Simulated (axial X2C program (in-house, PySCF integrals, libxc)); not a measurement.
## Potential curves of SF⁻, scalar-relativistic

All values were computed with an in-house relativistic program for diatomic molecules. Spin-free means the one-electron spin-free X2C Hamiltonian. Basis: S dyall-av3z [9s8p3d2f], F dyall-av3z [7s6p3d2f] (cores contracted in-house); Gaussian nuclei, density fitting, unrestricted open shells. Masses: S 31.972 u, F 18.998 u.

State: M_S = 0, Λ = 0 (closed shell). Energies in eV from the fragments at the same level (S + F-). Fits are polynomials in 1 − R0/R over 0.85 to 1.23 times the lowest point R0.

| R (Å) | MP2 |
| --- | --- |
| 1.4973 | -1.5065 |
| 1.5661 | -1.9484 |
| 1.6177 | -2.1427 |
| 1.6694 | -2.2486 |
| 1.7210 | -2.2856 |
| 1.7812 | -2.2628 |
| 1.8415 | -2.1869 |
| 1.9189 | -2.0347 |
| 2.0136 | -1.7949 |
| 2.1513 | -1.3944 |

Correlated methods: 14 electrons correlated (number of frozen shells: S 2 s, 1 p; F 1 s), 194 virtual spin orbitals or spinors in MP2.

Occupations by symmetry block were frozen at the best pattern of an incomplete PBE0 search. The closed shell is kept restricted, so the energy runs too high when the bond is stretched far. De is counted from the lowest determinant-based energies of the atoms at the same level, without counterpoise correction. MP2 and coupled cluster on one determinant become unreliable at the stretched end.

What are Re, ωe and De at the MP2 level?

At MP2, spin-free: Re = 1.729 Å, ωe ≈ 658 cm⁻¹, De = 2.29 eV to S + F-; Be follows as 0.473 cm⁻¹.
